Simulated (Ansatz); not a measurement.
Isolated molecules relaxed with PBE0-D4/def2-TZVP in Ansatz; ΔE leaves out vibrations. CBS: MP2 limit from def2 TZ/QZ plus the TZ coupled-cluster correction, frozen cores. DFT in def2-TZVPP. B3LYP here is the variant with VWN-RPA as its local correlation; programs differ in this. Each species was taken in one conformer, which may not be the lowest.

`C=C1CCC1` → `C=C=CCC`  (isomerisation)

```
             level  ΔE (kJ/mol)  difference from CCSD(T)/CBS
       LDA (SPW92)         36.4                         14.2
         revPBE-D4         22.9                          0.7
         r2SCAN-D4         16.5                         -5.7
            B97M-V         17.8                         -4.4
           ωB97M-V         24.9                          2.7
            B2PLYP         12.6                         -9.6
             B3LYP          4.1                        -18.1
           r2SCANh         19.9                         -2.3
           r2SCAN0         25.6                          3.4
      MP2/def2-SVP         33.8                         11.6
     HF/def2-TZVPP         11.8                        -10.4
   CCSD/def2-TZVPP         24.2                          2.0
CCSD(T)/def2-TZVPP         23.4                          1.2
     HF/def2-QZVPP         11.5                        -10.7
      HF/CBS(def2)         11.5                        -10.7
    CCSD/CBS(def2)         23.0                          0.8
       CCSD(T)/CBS         22.2                            0
```

Largest T1 diagnostic among the species: 0.011.

Leaving LDA and LC-ωPBE aside and taking each functional with its dispersion term where it has one, the values, not all of them listed here, spread over 38.1 kJ/mol, from BLYP-D4 to PBE-QIDH. LDA lies +18.0 kJ/mol from PBE without D4. From BLYP to BHLYP (50 % exact exchange), in def2-TZVPP and without D4, ΔE moves by +22.1 kJ/mol.
